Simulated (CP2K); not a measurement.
**BH2F− (SMILES [BH2-]F) at MNDO**

What is the energy change on altering one bond length of BH2F− at MNDO? 

The calculation is run with CP2K 2026.2.

1 further run of the same task is left out (it didn't finish).

### 1 The molecule

The species is BH2F− (4 atoms), meant as a doublet with charge -1. SMILES: `[BH2-]F`. Geometry: relaxed at GFN2-xTB.

Bond lengths: B1–F2 1.499 Å, B1–H3 1.242 Å, B1–H4 1.242 Å. Angles: F2–B1–H3 108.4°, F2–B1–H4 108.4°, H3–B1–H4 113.0°.

### 2 Energy and forces at MNDO

Contents of molecule.xyz:

```xyz
4

B     -0.086340     0.304430     0.102380
F      1.031910    -0.468820     0.732960
H     -1.140340    -0.333670     0.256190
H      0.194760     0.498060    -1.091520
```

Contents of job.inp:

```
&GLOBAL
  PROJECT job
  RUN_TYPE ENERGY_FORCE
  PRINT_LEVEL MEDIUM
&END

&FORCE_EVAL
  METHOD QUICKSTEP
  &DFT
    CHARGE -1
    MULTIPLICITY 2
    SPIN_POLARIZED T
    &QS
      METHOD MNDO
      EPS_DEFAULT 1.0E-10
      &SE
        &COULOMB
          CUTOFF [angstrom] 50
          RC_RANGE [angstrom] 0
        &END
        &EXCHANGE
          CUTOFF [angstrom] 50
          RC_RANGE [angstrom] 0
        &END
      &END
    &END
    &POISSON
      PERIODIC NONE
      POISSON_SOLVER ANALYTIC
    &END
    &SCF
      SCF_GUESS ATOMIC
      EPS_SCF 1.0E-06
      MAX_SCF 150
      ADDED_MOS 4
      &DIAGONALIZATION
        ALGORITHM STANDARD
      &END
      &MIXING
        METHOD DIRECT_P_MIXING
        ALPHA 0.4
      &END
    &END
    &PRINT
      &MOMENTS
        PERIODIC F
        REFERENCE COM
        MAX_MOMENT 1
      &END
      &MO ON
        ENERGIES T
        OCCUPATION_NUMBERS T
        NDIGITS 6
        &EACH
          QS_SCF 0
        &END
        ADD_LAST NUMERIC
      &END
      &HIRSHFELD OFF
      &END
    &END
  &END
  &SUBSYS
    &CELL
      ABC 14.2 13 13.8
      PERIODIC NONE
    &END
    &TOPOLOGY
      COORD_FILE_NAME molecule.xyz
      COORD_FILE_FORMAT XYZ
      &CENTER_COORDINATES
      &END
    &END
  &END
  &PRINT
    &FORCES ON
    &END
  &END
&END
```

Run with:

```sh
$ OMP_NUM_THREADS=1 cp2k.psmp job.inp > job.out
```

What it wrote:

```text
CP2K| version string:                                       CP2K version 2026.2
[...]
 GLOBAL| Method name                                                        CP2K
[...]
 GLOBAL| Run type                                                   ENERGY_FORCE
[...]
 *** WARNING in qs_environment.F:2210 :: More added MOs requested than     ***
 *** available. The full set of unoccupied MOs will be used. Use           ***
 *** 'ADDED_MOS -1' to always use all available MOs and to get rid of this ***
[...]
                             - Atoms:                                          4
[...]
                             - Spherical basis functions:                     10
[...]
 Number of electrons:                                                          7
[...]
     1 P_Mix/Diag. 0.40E+00    0.0     0.48393828       -19.1446369850 -1.91E+01
[...]
    16 DIIS/Diag.  0.21E-06    0.0     0.00000020       -21.2730816741 -5.49E-12
  *** SCF run converged in    16 steps ***
  Core-core repulsion energy [eV]:                            314.00704606816237
  Core Hamiltonian energy [eV]:                              -981.96831254567314
  Two-electron integral energy [eV]:                          178.18255046162182
  Electronic energy [eV]:                                    -892.87703731486238
  Total energy [eV]:                                         -578.86999124669990
  Atomic reference energy [eV]:                               576.03465210338345
  Heat of formation [kcal/mol]:                               -65.38447911450420
[...]
 SE_DIPOLE| Moment [Debye]         -1.84622769       1.11565006      -1.14070475
 SE_DIPOLE| Derivative [a.u.]       0.00000000       0.00000000       0.00000000
 ENERGY| Total FORCE_EVAL ( QS ) energy [hartree]            -21.273081674132733
 FORCES| Atomic forces [hartree/bohr]
 FORCES|   Atom     x               y               z               |f|
 FORCES|      1  7.24124030E-02 -7.21611255E-02  2.71675797E-02   1.05777415E-01
 FORCES|      2 -8.22595065E-02  5.93511326E-02 -4.48612590E-02   1.10913101E-01
 FORCES|      3  1.71168293E-02  1.40012222E-02 -3.47035066E-03   2.23844456E-02
 FORCES|      4 -7.26972591E-03 -1.19122933E-03  2.11640299E-02   2.24094646E-02
 FORCES| Sum    -2.91433544E-16  9.71445147E-17 -6.93889390E-18
 FORCES| Total atomic force                                       3.07276285E-16
[...]
```

Run time: 0.92 s. Hardware: 1 thread of Intel Xeon 6975P-C (Granite Rapids), shared host; peak memory 0.19 GiB.

### 3 The distorted shape, same level

Contents of molecule.xyz:

```xyz
4

B     -0.184715     0.236666     0.520204
F      0.933535    -0.536584     1.150784
H     -1.238715    -0.401434     0.674014
H      0.194760     0.498060    -1.091520
```

Contents of gas.inp:

```
&GLOBAL
   PROJECT_NAME gas
   RUN_TYPE ENERGY_FORCE
   PRINT_LEVEL MEDIUM
&END

&FORCE_EVAL
   METHOD Quickstep
   &DFT
      CHARGE -1
      MULTIPLICITY 2
      UKS T
      &QS
         METHOD MNDO
         EPS_DEFAULT 1.0E-10
         &SE
            &COULOMB
               CUTOFF [angstrom] 50
               RC_RANGE [angstrom] 0
            &END
            &EXCHANGE
               CUTOFF [angstrom] 50
               RC_RANGE [angstrom] 0
            &END
         &END
      &END
      &POISSON
         PERIODIC NONE
         POISSON_SOLVER ANALYTIC
      &END
      &SCF
         SCF_GUESS ATOMIC
         EPS_SCF 1.0E-06
         MAX_SCF 150
         ADDED_MOS 4
         &DIAGONALIZATION
            ALGORITHM STANDARD
         &END
         &MIXING
            METHOD DIRECT_P_MIXING
            ALPHA 0.4
         &END
      &END
      &PRINT
         &MOMENTS
            PERIODIC F
            REFERENCE COM
            MAX_MOMENT 1
         &END
         &MO ON
            ENERGIES T
            OCCUPATION_NUMBERS T
            NDIGITS 6
            &EACH
               QS_SCF 0
            &END
            ADD_LAST NUMERIC
         &END
         &HIRSHFELD OFF
         &END
      &END
   &END
   &SUBSYS
      &CELL
         ABC [angstrom] 14.2 13 14.2
         PERIODIC NONE
      &END
      &TOPOLOGY
         COORD_FILE_NAME molecule.xyz
         COORD_FILE_FORMAT XYZ
         &CENTER_COORDINATES
         &END
      &END
   &END
   &PRINT
      &FORCES ON
      &END
   &END
&END
```

Run with:

```sh
$ OMP_NUM_THREADS=1 cp2k.psmp -i gas.inp -o gas.out
```

What it wrote:

```text
CP2K| version string:                                       CP2K version 2026.2
[...]
 GLOBAL| Method name                                                        CP2K
[...]
 GLOBAL| Run type                                                   ENERGY_FORCE
[...]
 *** WARNING in qs_environment.F:2210 :: More added MOs requested than     ***
 *** available. The full set of unoccupied MOs will be used. Use           ***
 *** 'ADDED_MOS -1' to always use all available MOs and to get rid of this ***
[...]
                             - Atoms:                                          4
[...]
                             - Spherical basis functions:                     10
[...]
 Number of electrons:                                                          7
[...]
     1 P_Mix/Diag. 0.40E+00    0.0     0.50578727       -19.2220252322 -1.92E+01
[...]
    19 DIIS/Diag.  0.16E-06    0.0     0.00000034       -21.2189363384 -1.24E-11
  *** SCF run converged in    19 steps ***
  Core-core repulsion energy [eV]:                            302.44120123605933
  Core Hamiltonian energy [eV]:                              -977.76216267877157
  Two-electron integral energy [eV]:                          195.84867942319133
  Electronic energy [eV]:                                    -879.83782296717595
  Total energy [eV]:                                         -577.39662173111662
  Atomic reference energy [eV]:                               576.03465210338345
  Heat of formation [kcal/mol]:                               -31.40776823436583
[...]
 SE_DIPOLE| Moment [Debye]         -1.59400262       1.37641414      -2.69482869
 SE_DIPOLE| Derivative [a.u.]       0.00000000       0.00000000       0.00000000
 ENERGY| Total FORCE_EVAL ( QS ) energy [hartree]            -21.218936338366774
 FORCES| Atomic forces [hartree/bohr]
 FORCES|   Atom     x               y               z               |f|
 FORCES|      1  9.20644225E-02 -6.66461538E-02 -2.00074947E-02   1.15403066E-01
 FORCES|      2 -9.11383981E-02  6.52516570E-02 -5.17823118E-02   1.23472240E-01
 FORCES|      3  1.61447398E-02  1.24091856E-02 -2.22511547E-03   2.04839363E-02
 FORCES|      4 -1.70707642E-02 -1.10146887E-02  7.40149220E-02   7.67524790E-02
 FORCES| Sum    -2.63677968E-16  1.66533454E-16  1.38777878E-16
 FORCES| Total atomic force                                       3.41348446E-16
[...]
```

Run time: 0.86 s. Hardware: 1 thread of Intel Xeon 6975P-C (Granite Rapids), shared host; peak memory 0.19 GiB.

### 4 Summary of results

Level: MNDO.

| quantity | value |
| --- | --- |
| first shape: total energy | -21.27308 Eh |
| first shape: HOMO energy (highest over α and β) | -1.52 eV |
| first shape: LUMO energy (lowest over α and β) | 7.89 eV |
| first shape: heat of formation at this unrelaxed shape | -65.4 kcal/mol |
| first shape: largest force on an atom | 5.703 eV/Å |
| distorted shape: total energy | -21.21894 Eh |
| distorted shape: HOMO energy (highest over α and β) | -1.97 eV |
| distorted shape: LUMO energy (lowest over α and β) | 6.91 eV |
| distorted shape: heat of formation at this unrelaxed shape | -31.4 kcal/mol |
| distorted shape: largest force on an atom | 6.349 eV/Å |
| energy change with the B1–H4 bond stretched from 1.242 to 1.676 Å | 1.473 eV |

In words: With the B1–H4 bond stretched from 1.242 to 1.676 Å the energy rises by 1.47 eV (34 kcal/mol). The first shape isn't relaxed at this level, so the change isn't measured from a minimum. The largest force (first shape) is 5.70 eV/Å: the shape isn't a stationary point for this species at this level.
